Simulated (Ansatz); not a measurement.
# [H···H···S], triplet: transfer scan

Starting geometry:

```json
{"atom": "H", "x (Å)": "0.0000", "y (Å)": "0.0000", "z (Å)": "-1.1643"}
{"atom": "H", "x (Å)": "0.0000", "y (Å)": "0.0000", "z (Å)": "-0.4193"}
{"atom": "S", "x (Å)": "0.0000", "y (Å)": "0.0000", "z (Å)": "1.5837"}
```

From there H2 is moved from one fragment to the other while all else, the fragments' distance too, stays fixed, so the hump isn't the reaction's barrier; atoms are numbered as listed. Energies are in eV, counted from the starting geometry at the same level. Kohn–Sham curves are unrestricted where that lies lower.

Basis cc-pVTZ; Ansatz 0.2.0. Only valence electrons are correlated (noble-gas cores frozen). Prefix R: restricted or restricted open-shell reference; prefix U: unrestricted.

Full CI isn't at hand for all of this; UCCSDT(Q) serves as the reference, and is uncertain by about the last step of the cluster series.

| distance H1-H2 (Å) | wB97M-V |
| --- | --- |
| 0.693 | 0.037 |
| 0.745 | 0.000 |
| 0.834 | 0.127 |
| 0.923 | 0.371 |
| 1.012 | 0.622 |
| 1.101 | 0.796 |
| 1.190 | 0.857 |
| 1.279 | 0.836 |
| 1.368 | 0.815 |

Question: Estimate the UCCSDT(Q) curve in cc-pVTZ from this one, knowing how wB97M-V errs.

Answer: The computed UCCSDT(Q) values, in eV from the starting point, and the error of wB97M-V against them:
| distance H1-H2 (Å) | UCCSDT(Q) | wB97M-V less UCCSDT(Q) |
| --- | --- | --- |
| 0.693 | 0.030 | 0.007 |
| 0.745 | 0.000 | 0.000 |
| 0.834 | 0.143 | -0.016 |
| 0.923 | 0.407 | -0.035 |
| 1.012 | 0.678 | -0.056 |
| 1.101 | 0.871 | -0.074 |
| 1.190 | 0.941 | -0.084 |
| 1.279 | 0.918 | -0.082 |
| 1.368 | 0.888 | -0.074 |

The error spans 0.091 eV and is largest, -0.084 eV, at 1.190 Å.
